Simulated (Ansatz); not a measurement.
# SiHO+ (singlet): the correlation ladder, cc-pVTZ

Aim: climb from Hartree-Fock through coupled cluster for SiHO+ (singlet) at one geometry and basis, and see what each rung misses.

Computed with Ansatz 0.2.0, Gaussian basis. Level: cc-pVTZ, core rule «outside noble gas», up to 6 orbitals frozen.

The runs, in order: UHF; CCSD(T) on RHF; BCCD(T) on RHF; CCSDT(Q) on RHF.

6 further runs of the same task are left out: 4 for a known fault of the program, 2 set aside as unsound or not needed.

### Step 1. The geometry

The geometry is a PBE0/def2-TZVP stationary point (not a proven minimum) of the parent state, kept for this charge and spin.

3 atoms, charge 1, spin multiplicity 1.

Atoms are counted from 1 here; the program's logs count them from 0.

Bond lengths: Si1–O2 1.650 Å, O2–H3 0.962 Å. Angles: Si1–O2–H3 118.7°.

Geometry (Å):

```xyz
3
HOSi
Si    0.00000    0.03096    0.63225
O     0.00000   -0.09880   -1.01286
H     0.00000    0.70568   -1.53973
```

### Step 2. UHF

in.yaml

```yaml
crystal:
  periodic: [false, false, false]
  atoms:
    - {symbol: Si, position_ang: [0.000000, 0.030957, 0.632254]}
    - {symbol: O, position_ang: [0.000000, -0.098798, -1.012863]}
    - {symbol: H, position_ang: [0.000000, 0.705682, -1.539731]}
basis:
  gaussian: {orbitals: cc-pVTZ}
total_charge: 1
magnetization: {spin_polarized: true, initial_magnetization: 0}
hamiltonian: {xc: hf}
output: {orbitals: {seedname: orbitals}}
```

Started as:

```sh
ansatz run in.yaml --threads 1 --pin off --events-out ev --progress --plain --max-ram 2816MiB --backend cpu
```

After this run come: CCSD(T) on RHF; BCCD(T) on RHF; CCSDT(Q) on RHF.

Before running them: what should the planned runs give, taken together? Wanted: RCCSDT(Q) below the RHF energy; RMP2 from RCCSDT(Q); RCCSD from RCCSDT(Q); RCCSD(T) from RCCSDT(Q); T1 diagnostic.

As calculated:

| quantity | value |
| --- | --- |
| RCCSDT(Q) below the RHF energy | -9.3062 eV |
| RMP2 from RCCSDT(Q) | +16.43 kcal/mol |
| RCCSD from RCCSDT(Q) | +8.96 kcal/mol |
| RCCSD(T) from RCCSDT(Q) | +0.74 kcal/mol |
| levels within 1 kcal/mol (43 meV) | RCCSD(T), BCCD(T), RCCSDT |
| T1 diagnostic | 0.020 |

**Reading.** RCCSD(T) misses by +0.74 kcal/mol, 0.3 % of the correlation energy. These misses are within one basis, not against nature.
